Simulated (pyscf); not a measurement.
Single points on ωB97X-D3(BJ)/def2-SVP structures (PySCF, gas phase).

### Question
Estimate by transition-state theory the rate constant of PH₃ + borane (BH₃) -> H₂B–PH₂ + hydrogen (H₂) (singlet surface; H–P, B–H broken, B–P, H–H formed) at 900 K, with ωB97M-D3(BJ)/def2-TZVP energies (ideal gas, 1 atm, RRHO with modes under 100 cm⁻¹ raised to 100, one conformer, R ln 2 for chiral ones without a mode under 150 cm⁻¹; no tunnelling).

### Answer
The electronic barrier is 8.1 kcal/mol and the thermal terms add +28.4, so ΔG‡ = 36.5 kcal/mol. With k_BT/h = 1.88e+13 s⁻¹ and RT = 1.788 kcal/mol, and a volume of 1.23e-19 cm³ per molecule at 1 atm, k = 3.1e-15 cm³ molecule⁻¹ s⁻¹. Wigner's tunnelling factor for 833i cm⁻¹ would be 1.07. A shift of 1 kcal/mol in the barrier changes k by a factor 1.7. The reactants may also form a dative adduct at BH₃; it and routes through it were not searched. At the saddle there is also a short B–H contact that neither side keeps. One saddle was located; it need not be the lowest between these sides.
